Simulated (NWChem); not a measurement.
Correlation energy of NO (+1)

```xyz
2

N      0.0000     0.0000     0.5653
O      0.0000     0.0000    -0.4946
```
Charge +1, spin multiplicity 1.

Everything below was run with NWChem. Structure: optimised with PBE0/def2-SVP, a minimum by its harmonic frequencies.

Basis set: cc-pVQZ. Each correlation energy counts from its own Hartree-Fock reference.

The correlated methods keep 2 core orbitals frozen. The structure started from a generated list of species. No row is a measurement; the coupled-cluster row has its own basis-set and correlation limits.

Problem. Order these methods by the correlation energy they give, lowest first: RI-MP2, SCS-MP2, CR-CCSD[T], CR-CCSD(T).

Solution. CR-CCSD[T] (-439.6 mHa), CR-CCSD(T) (-438.3 mHa), RI-MP2 (-431.1 mHa), SCS-MP2 (-423.7 mHa)
